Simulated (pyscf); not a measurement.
Structures and frequencies: ωB97X-D3(BJ)/def2-SVP in PySCF.

Question: For the elementary gas-phase step `[CH3][CH][Br]` [doublet] + `[ClH]` → `[CH3][CH2][Br]` + `[Cl]` [doublet] (doublet surface; Cl–H broken, C–H formed), what barrier and reaction energy does M06-2X/def2-TZVP give, measured from the separated reactants?

Answer: ΔE‡ = 1.5 kJ/mol, ΔE = 0.0 kJ/mol. ωB97M-D3(BJ)/def2-TZVP gives 7.3 kJ/mol and +3.7 kJ/mol. Zero-point energy shifts the barrier by +2.1 kJ/mol. It is a hydrogen abstraction, with an imaginary mode of 1027i cm⁻¹. One saddle was located; it need not be the lowest between these sides. The angle at the transferred H is 167°. Left out: the spin-orbit lowering of Cl. Elements up to Kr have no core potential and no relativistic terms here.
